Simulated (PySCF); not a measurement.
# The first ionisation energy along the noble gases

All values are computed (PySCF 2.14, energy differences of UHF-based or UKS calculations, no spin-orbit coupling). Values in eV. The last column holds reference values (NIST; (s) semi-empirical, (t) theoretical, else measured). Unmarked ones compare directly (S terms, centres of terms, or small fine structure); those marked * lie between the lowest fine-structure levels and include a spin-orbit shift.

| element | configurations | UHF | MP2 (valence) | SCS-MP2 (valence) | CCSD (valence) | CCSD(T) (valence) | reference |
| --- | --- | --- | --- | --- | --- | --- | --- |
| He (pcseg-2, non-relativistic) | 1s2 → 1s1 | 23.476 | 24.370 | 24.549 | 24.532 | 24.532 | 24.587 |
| Ne (pcseg-2, non-relativistic) | [Ne] → [He] 2s2 2p5 | 19.704 | 21.612 | 21.464 | 21.354 | 21.406 | 21.597 |
| Kr (pcseg-2, non-relativistic) | [Kr] → [Ar] 3d10 4s2 4p5 | 13.092 | 14.020 | 13.934 | 13.896 | 13.932 | 14.222 |

**Question.** Which of these methods has the smallest mean absolute error against the measured values here?

**Answer.** MP2 (valence), with 0.145 eV.

```json
{"method": "UHF", "elements": "3", "mean error (eV)": "-1.378", "mean absolute error (eV)": "1.378", "largest error (eV)": "-1.893"}
{"method": "MP2 (valence)", "elements": "3", "mean error (eV)": "-0.135", "mean absolute error (eV)": "0.145", "largest error (eV)": "-0.218"}
{"method": "SCS-MP2 (valence)", "elements": "3", "mean error (eV)": "-0.153", "mean absolute error (eV)": "0.153", "largest error (eV)": "-0.288"}
{"method": "CCSD (valence)", "elements": "3", "mean error (eV)": "-0.208", "mean absolute error (eV)": "0.208", "largest error (eV)": "-0.326"}
{"method": "CCSD(T) (valence)", "elements": "3", "mean error (eV)": "-0.178", "mean absolute error (eV)": "0.178", "largest error (eV)": "-0.289"}
```

Errors include the incompleteness of the basis and the frozen core.

"Valence" correlates the outer s and p shells and, in groups 3 to 12 and the f block, the outer d or f shell, open or full, or the next shell where the ion has no valence electron left; the wider scheme adds the next inner shell.
